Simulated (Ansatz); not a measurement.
A first try at vertical energies of changing the electron count of C2H8Si, SMILES C[SiH2]C, using the Python package of Ansatz (0.2.0).

Contents of `c2h8si.xyz`:
```text
11

C    -1.01230    0.91160   -0.63730
Si   -0.32310   -0.64650   -0.08950
C     1.29390   -0.39240    0.70520
H    -1.95880    0.80470   -1.12800
H    -0.41170    1.45120   -1.39260
H    -1.21080    1.65430    0.19210
H    -0.13620   -1.54670   -1.25120
H    -1.20350   -1.28790    0.86180
H     2.04180    0.08870    0.07200
H     1.75520   -1.34620    1.06870
H     1.23080    0.25220    1.61940
```

`c2h8si.py`
```python
"""Vertical ionisation energy of C2H8Si."""

import ansatz as az


def total_energy(molecule, charge=0, unpaired=0):
    calc = (
        molecule.calculation()
        .basis(gaussian="6-31G*")
        .functional("CAM-B3LYP")
    )
    if charge:
        calc = calc.charge(charge)
    if unpaired:
        calc = calc.spin("collinear", total=unpaired)
    return calc.run(threads=1, pin="off").report()["free_energy_ev"]

molecule = az.Crystal.molecule_from_extxyz("c2h8si.xyz")

# total-energy differences at one geometry
parent = total_energy(molecule, 0, 0)
cation = total_energy(molecule, 1, 1)
print(f"E(N)   = {parent:.5f} eV")
print(f"E(N-1) = {cation:.5f} eV  (1 unpaired)")
print(f"vertical ionisation energy {cation - parent:.3f} eV")
```

Running `python c2h8si.py` prints:
```text
Traceback (most recent call last):
  File "c2h8si.py", line 21, in <module>
    parent = total_energy(molecule, 0, 0)
  File "c2h8si.py", line 16, in total_energy
    return calc.run(threads=1, pin="off").report()["free_energy_ev"]
           ~~~~~~~~~~~~~~~~~~~~~~~~~~~~~~~~~~~~~^^
TypeError: 'dict' object is not callable
```

Why does it end like this?

The fault: report is a dict, not a method. Mended:

The script, `c2h8si.py`:
```python
"""Vertical ionisation energy of C2H8Si."""

import ansatz as az


def total_energy(molecule, charge=0, unpaired=0):
    calc = (
        molecule.calculation()
        .basis(gaussian="6-31G*")
        .functional("CAM-B3LYP")
    )
    if charge:
        calc = calc.charge(charge)
    if unpaired:
        calc = calc.spin("collinear", total=unpaired)
    return calc.run(threads=1, pin="off").report["free_energy_ev"]

molecule = az.Crystal.molecule_from_extxyz("c2h8si.xyz")

# total-energy differences at one geometry
parent = total_energy(molecule, 0, 0)
cation = total_energy(molecule, 1, 1)
print(f"E(N)   = {parent:.5f} eV")
print(f"E(N-1) = {cation:.5f} eV  (1 unpaired)")
print(f"vertical ionisation energy {cation - parent:.3f} eV")
```

With that change:

```console
$ python c2h8si.py
E(N)   = -10080.51021 eV
E(N-1) = -10069.27800 eV  (1 unpaired)
vertical ionisation energy 11.232 eV
```

Notes:
- Total energies depend on the basis set; only differences at equal settings carry meaning.
- The geometry is a force-field or estimated start, not a minimum of this method, and the basis set is short of its limit. All parts are taken at fixed geometry, without zero-point energy. At an unrelaxed start these energies can be a whole eV from those at the minimum, and a small affinity can change sign.
- Timing: 22 s on 1 thread of Arm Neoverse V1 (shared host), peak memory 0.25 GiB.
